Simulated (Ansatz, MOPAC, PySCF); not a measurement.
Complex: HF (SMILES F) (first 2 atoms) with HF (SMILES F); geometry from A24 set.
(charge 0, multiplicity 1):
| atom | x (Å) | y (Å) | z (Å) |
|---|---|---|---|
| H | 0.0000 | 0.8027 | 1.6953 |
| F | 0.0000 | -0.0460 | 1.3403 |
| H | 0.0000 | -0.1204 | -0.4908 |
| F | 0.0000 | 0.0098 | -1.4042 |

Interaction energies are E(AB) − E(A) − E(B) at the monomers' geometry in the complex; basis-set methods are counterpoise corrected. Rows marked so take none.

Correlated levels freeze the cores. CBS: X⁻³ extrapolation of the correlation energy, Hartree–Fock from the larger set. Rows in 6-311+G** carry no dispersion term and start afresh at each structure. The state that PM6 reach isn't checked.

The values were computed with Ansatz (Gaussian basis) for Hartree–Fock, density functionals and correlated methods; MOPAC for PM6 (differences of heats of formation); PySCF for 6-311+G** rows, the dispersion terms. Each number belongs to the level named beside it.

```tsv
level	interaction energy (kJ/mol)
PM6	14.7
HF/aug-cc-pVDZ	-15.7
BLYP/def2-TZVPPD	-16.1
revPBE-D4/def2-TZVPPD	-15.6
B3LYP/6-311+G** (no counterpoise)	-20.7
B3LYP-D4/def2-TZVPPD	-19.5
MP2/CBS(aug-cc-pVTZ, aug-cc-pVQZ)	?
SCS-MP2/aug-cc-pVQZ	?
CCSD(T)/CBS(aug-cc-pVTZ, aug-cc-pVQZ)	-19.3
```

Complete the blanks.


- MP2/CBS(aug-cc-pVTZ, aug-cc-pVQZ), interaction energy (kJ/mol): -18.7
- SCS-MP2/aug-cc-pVQZ, interaction energy (kJ/mol): -16.9

Ansatz is a first-principles code.
